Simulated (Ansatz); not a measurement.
Input file:

```yaml
crystal:
  periodic: [false, false, false]
  atoms:
    - {symbol: Ge, position_ang: [0.000000, -0.001068, 0.286814]}
    - {symbol: N, position_ang: [0.000000, -0.028034, -1.425761]}
    - {symbol: H, position_ang: [0.000000, 1.309636, 1.170825]}
    - {symbol: H, position_ang: [0.000000, -0.843114, -2.028000]}
basis:
  gaussian: {orbitals: cc-pVDZ}
magnetization: {spin_polarized: false, initial_magnetization: 1}
correlation: {method: fic_mrcisd_q, electrons: outside_noble_gas, active_space: {window: {electrons: 3, orbitals: 3}}}
```

```sh
$ ansatz run in.yaml --threads 1 --pin off --events-out ev --progress --plain --max-ram 2393MiB
```

Log:

```
551 factors; integrals over basis functions are off by at most 1.2e-3 eV
mean field evaluation 1: about -57979.4463 eV, gradient 3.7e1 eV
mean field evaluation 2: about -57979.4488 eV, gradient 3.7e1 eV
mean field evaluation 4: about -57983.2691 eV, gradient 4.3e0 eV
mean field evaluation 8: about -57983.3535 eV, gradient 3.6e-1 eV
mean field evaluation 16: about -57983.3600 eV, gradient 2.4e-2 eV
mean field evaluation 32: about -57982.2650 eV, gradient 1.7e-6 eV
mean field evaluation 64: about -57982.4317 eV, gradient 8.8e0 eV
mean field -57983.36005617 eV, -2130.8491795311 hartree, gradient 3.2e-6 eV, S^2 0.750000; 7 other end points of the search recorded, 0 dependent functions left out
reference -57983.36005617 eV, -2130.8491795311 hartree; 21, 20 occupied and 30, 31 virtual orbitals, 551 factors
state -57984.19363528 eV, -2130.8798129984 hartree
contracted CI cycle   1: correlation 0.00000000 eV, 0.0000000000 hartree, residual 2.26e1 eV
contracted CI cycle   2: correlation -6.00373425 eV, -0.2206331642 hartree, residual 4.30e0 eV
contracted CI cycle   3: correlation -6.29247965 eV, -0.2312443618 hartree, residual 1.21e0 eV
contracted CI cycle   4: correlation -6.32104570 eV, -0.2322941449 hartree, residual 3.94e-1 eV
contracted CI cycle   5: correlation -6.32526287 eV, -0.2324491230 hartree, residual 1.88e-1 eV
contracted CI cycle   6: correlation -6.32608926 eV, -0.2324794923 hartree, residual 8.13e-2 eV
contracted CI cycle   7: correlation -6.32622229 eV, -0.2324843812 hartree, residual 2.67e-2 eV
contracted CI cycle   8: correlation -6.32623605 eV, -0.2324848868 hartree, residual 7.94e-3 eV
contracted CI cycle   9: correlation -6.32623738 eV, -0.2324849358 hartree, residual 2.70e-3 eV
contracted CI cycle  10: correlation -6.32623753 eV, -0.2324849411 hartree, residual 8.76e-4 eV
state -57984.19363528 eV, -2130.8798129984 hartree; corrected -57991.21696177 eV, -2131.1379154865 hartree
Total energy: -57991.21696177 eV, -2131.1379154865 hartree
```

For the same geometry and basis RCCSDT(Q) lies 274.7 meV lower.

Ran on 1 thread of Arm Neoverse V2, shared host: 2.7 s wall, 0.21 GiB peak host memory.
